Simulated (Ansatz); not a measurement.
# AlBH (quartet): from Hartree-Fock to the top rungs at angle Al2–B1–H3 = 90.7°, 6-31G

How much of the correlation energy of AlBH (quartet) does each wave-function method recover here?

Program: Ansatz 0.2.0, Gaussian basis. Level of theory: 6-31G, core rule «outside noble gas», up to 6 orbitals frozen. These are calculated values, not measurements.

Plan: UHF; CCSD(T) on ROHF; CCSD(T) on UHF; BCCD(T) on ROHF; CISD; CCSDT(Q) on ROHF; CCSDT(Q) on UHF; CCSDTQ on ROHF; CCSDTQ on UHF; CASSCF and MRCISD+Q, 5 electrons in 5 orbitals; CASSCF and NEVPT2, 5 electrons in 5 orbitals; CASSCF and MRCISD+Q, 7 electrons in 9 orbitals; CASSCF and NEVPT2, 7 electrons in 9 orbitals; Full CI.

11 further runs of the same task are left out: 1 for a mislabelled method, 6 that didn't finish, 4 set aside as unsound or not needed.

### 1 The geometry

The geometry derives from a PBE0/def2-TZVP stationary point (not a proven minimum). One angle is set to the value named; bond lengths are kept.

3 atoms, charge 0, spin multiplicity 4.

Atoms are counted from 1 here; the program's logs count them from 0.

Bond lengths: B1–Al2 1.941 Å, B1–H3 1.185 Å. Angles: Al2–B1–H3 90.7°.

### 2 UHF

Contents of in.yaml:

```yaml
crystal:
  periodic: [false, false, false]
  atoms:
    - {symbol: B, position_ang: [-0.970111, 0.000000, 0.938233]}
    - {symbol: Al, position_ang: [0.393833, 0.000000, -0.442477]}
    - {symbol: H, position_ang: [-0.137254, 0.000000, 1.781329]}
basis:
  gaussian: {orbitals: 6-31G}
magnetization: {spin_polarized: true, initial_magnetization: 3}
hamiltonian: {xc: hf}
output: {orbitals: {seedname: orbitals}}
```

Run with:

```sh
ansatz run in.yaml --threads 1 --pin off --events-out ev --progress --plain --max-ram 2393MiB
```

The runs that follow: CCSD(T) on ROHF; CCSD(T) on UHF; BCCD(T) on ROHF; CISD; CCSDT(Q) on ROHF; CCSDT(Q) on UHF; CCSDTQ on ROHF; CCSDTQ on UHF; CASSCF and MRCISD+Q, 5 electrons in 5 orbitals; CASSCF and NEVPT2, 5 electrons in 5 orbitals; CASSCF and MRCISD+Q, 7 electrons in 9 orbitals; CASSCF and NEVPT2, 7 electrons in 9 orbitals; Full CI.

Q: Predict the results of all the runs planned. Wanted: FCI below the RHF energy; RMP2 from FCI; UMP2 from FCI; RCCSD from FCI; RCCSD(T) from FCI; UCCSD(T) from FCI; RCCSDT(Q) from FCI; UCCSDT(Q) from FCI; NEVPT2 pair from FCI.

**Answer**, as computed:

| quantity | value |
| --- | --- |
| FCI below the RHF energy | -2.5008 eV |
| RMP2 from FCI | +711.3 meV |
| UMP2 from FCI | +712.1 meV |
| RCCSD from FCI | +100.8 meV |
| RCCSD(T) from FCI | +27.8 meV |
| UCCSD(T) from FCI | +26.6 meV |
| RCCSDT(Q) from FCI | +1.2 meV |
| UCCSDT(Q) from FCI | +0.4 meV |
| NEVPT2 pair from FCI | +632.0 meV |
| MRCISD+Q pair from FCI | +34.3 meV |
| NEVPT2 valence from FCI | +195.1 meV |
| levels within 1 kcal/mol (43 meV) | RCCSD(T), UCCSD(T), BCCD(T), RCCSDT, UCCSDT, RCCSDT(Q), UCCSDT(Q), RCCSDTQ, UCCSDTQ, MRCISD+Q pair, MRCISD valence, MRCISD+Q valence |
| T1 diagnostic | 0.043 |
| effectively unpaired electrons | 3.05 |

What this shows: RCCSD(T) lands +27.8 meV from the yardstick (1.1 % of the correlation energy). The occupations are near whole numbers, but T1 = 0.043 shows that the orbitals relax strongly. Of the multireference levels listed MRCISD+Q valence comes nearest in total energy (+9.2 meV), which doesn't show that its space is the better one. These misses are within one basis, not against nature; the frozen cores of restricted and unrestricted runs differ, which can shift their rows.
